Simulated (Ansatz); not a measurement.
Ansatz (an electronic-structure program) input (CCSD(T)/aug-cc-pVDZ):

Ansatz 0.2 input:
```yaml
crystal:
  periodic: [false, false, false]
  atoms:
    - {symbol: C, position_ang: [-0.00000000, -0.00000000, 0.00000000]}
    - {symbol: C, position_ang: [-0.00517784, -0.00003491, 1.30012584]}
    - {symbol: C, position_ang: [0.00517784, 0.00003491, -1.30012584]}
    - {symbol: H, position_ang: [-0.01084802, 0.92621741, 1.86315371]}
    - {symbol: H, position_ang: [-0.00399217, -0.92631746, 1.86313127]}
    - {symbol: H, position_ang: [0.93368018, 0.00347788, -1.85945350]}
    - {symbol: H, position_ang: [-0.91884000, -0.00337783, -1.86683148]}
basis:
  gaussian:
    orbitals: aug-cc-pVDZ
magnetization: {spin_polarized: false}
correlation: {method: ccsd_t, electrons: outside_noble_gas}
output: {forces: true}
```

End of the output:

```
integrals: 0.15 GiB planned
1052 factors; integrals over basis functions are off by at most 7.4e-4 eV
mean field: 0.25 GiB planned
mean field evaluation 1: about -3150.8588 eV, gradient 2.7e1 eV
mean field evaluation 2: about -3150.8590 eV, gradient 2.7e1 eV
mean field evaluation 4: about -3153.1378 eV, gradient 2.7e0 eV
mean field evaluation 8: about -3153.1694 eV, gradient 7.3e-2 eV
mean field evaluation 16: about -3153.1660 eV, gradient 7.5e-1 eV
mean field -3153.16945509 eV, -115.8768401795 hartree, gradient 2.7e-6 eV, S^2 0.000000; 0 other end points of the search recorded, 0 dependent functions left out
3 core orbitals not correlated
reference -3153.16945509 eV, -115.8768401795 hartree; 8, 8 occupied and 94, 94 virtual orbitals, 1052 factors
densities: 0.69 GiB planned
second order -10.99777578 eV of doubles, -0.00000000 eV of singles
coupled cluster: 0.45 GiB planned
cycle   1  -11.48523465 eV  change   -4.9e-1 eV  update   7.7e-2
cycle   2  -11.82222758 eV  change   -3.4e-1 eV  update   2.7e-2
cycle   3  -11.89469481 eV  change   -7.2e-2 eV  update   1.2e-2
cycle   4  -11.89518339 eV  change   -4.9e-4 eV  update   3.7e-3
cycle   5  -11.89682123 eV  change   -1.6e-3 eV  update   1.2e-3
cycle   6  -11.89695647 eV  change   -1.4e-4 eV  update   3.8e-4
cycle   7  -11.89700209 eV  change   -4.6e-5 eV  update   1.1e-4
cycle   8  -11.89705590 eV  change   -5.4e-5 eV  update   4.4e-5
cycle   9  -11.89705496 eV  change    9.4e-7 eV  update   1.2e-5
cycle  10  -11.89705081 eV  change    4.1e-6 eV  update   3.4e-6
perturbative correction -0.49072967 eV, -0.0180339827 hartree
the calculation of the forces begins
Total energy: -3165.55723557 eV, -116.3320827155 hartree
Atom 0 at    -0.000000    -0.000000     0.000000 Å, force    -0.000000     0.000000     0.000002 eV/Å
Atom 1 at    -0.005178    -0.000035     1.300126 Å, force    -0.006733    -0.000045     1.690607 eV/Å
Atom 2 at     0.005178     0.000035    -1.300126 Å, force     0.006733     0.000045    -1.690609 eV/Å
Atom 3 at    -0.010848     0.926217     1.863154 Å, force    -0.002412     0.399754     0.234193 eV/Å
Atom 4 at    -0.003992    -0.926317     1.863131 Å, force     0.000547    -0.399766     0.234183 eV/Å
Atom 5 at     0.933680     0.003478    -1.859454 Å, force     0.400689     0.001486    -0.232596 eV/Å
Atom 6 at    -0.918840    -0.003378    -1.866831 Å, force    -0.398824    -0.001473    -0.235780 eV/Å
Dipole moment:     0.000000     0.000000    -0.000000 e Å
```
